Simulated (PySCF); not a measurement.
Predicted microwave data (PBE0-D3(BJ)/def2-SVP geometry optimisation, gas phase in PySCF) for one isomer of C6H6:

```
Rotational constants : A = 5695, B = 5694, C = 2847 MHz
Dipole components    : |μa| = 0.00 D, |μb| = 0.00 D, |μc| = 0.00 D
Inertial defect      : 0.00 u·Å²
κ                    : 1.00
```

**Question.** Which structure is it? (One computed conformer of each.)
A. `C=C1C=CC1=C`
B. `C1=CC=CC=C1`
C. `C12C3C(C=C2)C31`

**Answer.** B. It is c1ccccc1, an oblate symmetric top, point group D6h. The candidates at the same level (rigid rotor, commonest isotopes):

| SMILES | A (MHz) | B (MHz) | C (MHz) | μa (D) | μb (D) | μc (D) | Δ (u·Å²) | point group | rotor |
| --- | --- | --- | --- | --- | --- | --- | --- | --- | --- |
| C1=CC2C3C1C23 | 7467 | 5288 | 3907 | 0.91 | 0.00 | 0.00 | -33.90 | C2v | asymmetric top |
| c1ccccc1 | 5695 | 5694 | 2847 | 0.00 | 0.00 | 0.00 | 0.00 | D6h | oblate symmetric top |
| C=C1C=CC1=C | 5589 | 4262 | 2418 | 0.00 | 0.62 | 0.00 | 0.00 | C2v | asymmetric top |

`C=C1C=CC1=C` has B 25 % too low; `C1=CC2C3C1C23` has C 37 % too high. No structure here is proved a minimum.
